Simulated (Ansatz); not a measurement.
A made-up structure of Si2H3O, doublet:

| atom | x (Å) | y (Å) | z (Å) |
| --- | --- | --- | --- |
| O1 | 1.0942 | -0.4013 | 0.3660 |
| Si2 | -0.3629 | -1.0955 | -0.0383 |
| Si3 | 0.2057 | 1.1028 | 0.0814 |
| H4 | -0.6344 | -1.5391 | -1.4350 |
| H5 | 0.6205 | 1.8290 | -1.1424 |
| H6 | 0.7060 | 1.6847 | 1.3455 |

It is relaxed with PBE-D4/def2-SVP and then PBE0-D4/def2-TZVP (Ansatz 0.2.0). Atoms count as bonded within 1.22 times the sum of their covalent radii (H–H: 0.88 Å). The end point is not checked to be a true minimum.

Q: Does its bonding change? (A judgement: the text doesn't fix the answer.)

A: The calculation gives: No: no bond forms or breaks.

Where it ends: The first stage lowers the energy by 0.53 eV in 7 steps. It ends as Si₂H₃O ([O]1[SiH][SiH2]1):
O1  (1.150, -0.450, 0.049)
Si2  (-0.463, -0.993, -0.025)
Si3  (0.382, 1.053, 0.103)
H4  (-0.667, -1.741, -1.315)
H5  (0.730, 1.942, -1.031)
H6  (0.498, 1.769, 1.396)
(Å)

Labels in which every atom is bracketed show which atoms are joined, not bond orders.

For scale, one of the runs: PBE0-D4/def2-TZVP relaxation, 123 basis functions, launched by `ansatz run in.yaml --threads 2 --pin off --events-out ev --progress --plain --max-ram 4352MiB`. Hardware: 2 CPU threads of an Arm Neoverse V2, shared host. Wall time about 19 s.
